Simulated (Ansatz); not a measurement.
```yaml
crystal:
  periodic: [false, false, false]
  atoms:
    - {symbol: V, position_ang: [0.000000, 0.000000, 0.000000]}
    - {symbol: S, position_ang: [0.000000, 0.000000, 2.500000]}
basis:
  gaussian: {orbitals: def2-TZVP}
magnetization: {spin_polarized: true, initial_magnetization: 1}
hamiltonian: {xc: pbe0}
relax: {f_tol: 0.004, max_steps: 80}
```

```sh
$ ansatz run in.yaml --threads 1 --pin off --events-out ev --progress --plain --max-ram 2176MiB
```

Steps of the relaxation (energy above the last step; positions in Å, forces in eV/Å):

```
2
step 1, 1244.2 meV
V     0.000    0.000    0.000    0.000    0.000    2.450
S     0.000    0.000    2.500    0.000    0.000   -2.450
```

```
2
step 2, 161.9 meV
V     0.000    0.000    0.179    0.000    0.000    2.322
S     0.000    0.000    2.321    0.000    0.000   -2.322
```

```
2
step 3, 1251.6 meV
V     0.000    0.000    0.374    0.000    0.000  -11.470
S     0.000    0.000    2.126    0.000    0.000   11.470
```

```
2
step 7, 0.0 meV
V     0.000    0.000    0.243    0.000    0.000    0.000
S     0.000    0.000    2.257    0.000    0.000    0.000
```

Close pairs at the end: V1–S2 2.015 Å.

A stationary point of unrestricted PBE0 after 7 steps, with ⟨S²⟩ = 1.697 against 0.75 for a pure state. 2.9 min on 1 thread of Arm Neoverse V1, shared host.
